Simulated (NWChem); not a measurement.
A series in which one site is exchanged, each optimised at PBE0/def2-SVP with NWChem, gas phase unless a solvent is named. This build's default masses of Se (78.918 u) and Br (79.917 u) are each other's, which moves their modes by up to 0.6 %. For some, no frequency run checked for a minimum. def2 effective core potentials on I; no spin-orbit coupling.

A: [Cl][Al]([Cl])[Br] (AlBrCl$_{2}$; site = Br)
B: [F][Al]([Cl])[Cl] (AlCl2F; site = F)
C: [Cl][Al]([Cl])[Cl] (AlCl$_{3}$; site = Cl)
D: [Cl][Al]([Cl])[I] (AlICl2; site = I)

Values for A:

```
Item                                                  Result
----------------------------------------------------  ------
dipole (D), PBE0/def2-SVP                               0.23
vertical ionisation energy, ΔSCF, PBE/def2-SVP (eV)    10.47
vertical ionisation energy, ΔSCF, PBE0/def2-SVP (eV)   11.05
static polarisability, PBE0/def2-SVPD (bohr³)           70.9
lowest singlet excitation, PBE0/def2-SVPD, TDA (eV)     6.09
```

Question: How do these values change for the other members?

Answer: 
```csv
change from A,B,C,D
"dipole (D), PBE0/def2-SVP",+0.23,-0.22,+0.29
"vertical ionisation energy, ΔSCF, PBE/def2-SVP (eV)",+0.85,+0.33,-0.54
"vertical ionisation energy, ΔSCF, PBE0/def2-SVP (eV)",+0.86,+0.38,-0.69
"static polarisability, PBE0/def2-SVPD (bohr³)",-22.7,-8.2,+14.4
"lowest singlet excitation, PBE0/def2-SVPD, TDA (eV)",+0.68,+0.45,-0.83
```
